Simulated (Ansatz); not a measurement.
in.yaml

```yaml
crystal:
  periodic: [false, false, false]
  atoms:
    - {symbol: B, position_ang: [0.000000, 0.000000, 0.088654]}
    - {symbol: O, position_ang: [0.000000, 0.000000, -1.109307]}
    - {symbol: H, position_ang: [0.000000, 0.000000, 1.020654]}
basis:
  gaussian: {orbitals: 6-31G}
magnetization: {spin_polarized: false}
correlation: {method: ccsd, electrons: outside_noble_gas}
scf: {lower_state_search: light}
```

```sh
$ ansatz run in.yaml --threads 1 --pin off --events-out ev --progress --plain --max-ram 2393MiB
```

Log:

```
233 factors; integrals over basis functions are off by at most 1.1e-4 eV
mean field evaluation 1: about -2719.8477 eV, gradient 3.9e1 eV
mean field evaluation 2: about -2719.8515 eV, gradient 3.9e1 eV
mean field evaluation 4: about -2723.2119 eV, gradient 1.8e0 eV
mean field evaluation 8: about -2723.2289 eV, gradient 4.1e-5 eV
mean field evaluation 16: about -2723.2028 eV, gradient 1.8e0 eV
mean field -2723.22893156 eV, -100.0768173641 hartree, gradient 2.0e-6 eV, S^2 0.000000; 0 other end points of the search recorded, 0 dependent functions left out
2 core orbitals not correlated: weight in the atoms' cores, before any rotation towards them, 1.000 or more for the frozen orbitals, at most 0.000 for the correlated occupied ones
reference -2723.22893156 eV, -100.0768173641 hartree; 5, 5 occupied and 13, 13 virtual orbitals, 233 factors
second order -5.16588922 eV of doubles, -0.00000000 eV of singles
cycle   1  -4.81663212 eV  change    3.5e-1 eV  update   1.1e-1
cycle   2  -5.08003670 eV  change   -2.6e-1 eV  update   3.2e-2
cycle   3  -5.15521044 eV  change   -7.5e-2 eV  update   1.6e-2
cycle   4  -5.15115874 eV  change    4.1e-3 eV  update   2.6e-3
cycle   5  -5.15275885 eV  change   -1.6e-3 eV  update   8.9e-4
cycle   6  -5.15309375 eV  change   -3.3e-4 eV  update   2.1e-4
cycle   7  -5.15299590 eV  change    9.8e-5 eV  update   5.6e-5
cycle   8  -5.15301577 eV  change   -2.0e-5 eV  update   1.7e-5
cycle   9  -5.15301340 eV  change    2.4e-6 eV  update   4.2e-6
Total energy: -2728.38194496 eV, -100.2661871136 hartree
```

Ran on 1 thread of Arm Neoverse V1, shared host: 0.15 s wall, 0.15 GiB peak host memory.
